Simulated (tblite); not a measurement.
Species: C3H9P2S (charge -1).
Z-matrix (Å and degrees, GFN2-xTB geometry), rows numbered from 1:
```
C 
S   1  1.8121
C   2  1.8056  1   99.33
P   3  1.8623  2  114.19  1    54.65
C   4  1.8707  3   92.00  2   175.40
P   5  1.8238  4   95.65  3   -85.65
H   1  1.0871  2  106.89  3   -47.22
H   1  1.0880  2  109.33  3    72.33
H   1  1.0855  2  107.98  3  -167.24
H   3  1.0975  2  105.87  1   175.59
H   3  1.0980  2  106.95  1   -68.44
H   5  1.0934  4  112.72  3    32.89
H   5  1.0919  4  111.56  3   157.38
H   6  1.4356  5  101.27  4  -169.54
H   6  1.3921  5   95.11  4   -79.19
```

Level: GFN2-xTB in tblite, geometry and Hessian alike; calculated harmonic values, unscaled, isolated species. Against measured fundamentals such values can be off by several per cent, at times by over 20. Modes of hydrogen on phosphorus can be 10 to 20 % off. One conformer, not necessarily the lowest.

Harmonic wavenumbers (cm⁻¹): 26.5, 53.2, 71.4, 118.9, 145.1, 167.8, 239.0, 297.0, 355.6, 638.8, 675.5, 708.8, 726.7, 743.5, 758.9, 791.7, 841.4, 872.9, 949.0, 954.9, 1017.6, 1061.6, 1085.9, 1161.1, 1173.9, 1300.3, 1401.2, 1411.2, 1439.2, 1455.1, 1936.4, 2290.9, 2841.9, 2871.3, 2906.2, 2934.3, 2997.1, 3007.4, 3043.1.

A = 4486, B = 837.4, C = 761.6 MHz; mass 138.990 u (most abundant isotopes); point group C1, symmetry number 1.

**Question.** What is the zero-point energy?

**Answer.** Half the sum of the wavenumbers: 23736 cm⁻¹ = 283.95 kJ/mol.

**Question.** Entropy at 200 K, 1 bar (ideal gas, RRHO, classical rotation)?

**Answer.** Translation 162.10, rotation 116.81, vibration 91.14: S = 370.0 J/(mol K).

**Question.** And Cp and H(200 K) − H(0)?

**Answer.** Cp = 110.34 J/(mol K), of which vibrations give 77.08 (their classical limit is 39 R = 324.3); H(200 K) − H(0) = 15.56 kJ/mol without the zero-point energy, 8.91 from vibrations.

**Question.** Which modes carry the vibrational entropy at 200 K?

**Answer.** 26.5 cm⁻¹: 22.11; 53.2 cm⁻¹: 16.35; 71.4 cm⁻¹: 13.94; 118.9 cm⁻¹: 9.86; 145.1 cm⁻¹: 8.33; 167.8 cm⁻¹: 7.24 J/(mol K); the other 33 give 13.31 together.

**Question.** How do the functions run with temperature in this model?

**Answer.** 
```tsv
T (K)	S (J/(mol K))	Cp (J/(mol K))	H − H(0) (kJ/mol)	G − H(0) (kJ/mol)	ln q(vib)
150	340.6	95.7	10.41	-40.67	4.22
250	396.4	126.6	21.48	-77.62	6.91
298.15	420.1	142.8	27.96	-97.29	8.10
400	466.6	174.8	44.18	-142.48	10.52
600	547.1	222.0	84.18	-244.08	14.99
900	646.3	266.6	158.05	-423.64	21.05
```

q(vib) and H(0) count from the zero-point level.

**Question.** What must be added to the electronic energy to get the Gibbs energy at 200 K and 1 bar?

**Answer.** ZPE + [H(200 K) − H(0)] − T·S = 283.95 + 15.56 − 74.01 = 225.50 kJ/mol.

Hindered rotation and anharmonicity are outside this model. Other conformers, if any are populated, would add a mixing term that is left out. The structure is chiral; the term R ln 2 for an equal mix with its mirror image is left out.

Hardware: one thread of an Arm Neoverse N1, no GPU, shared host with 64 logical CPUs at a one-minute load of 58. Cost: 0.84 s. This covers the Hessian and the dipole derivatives.
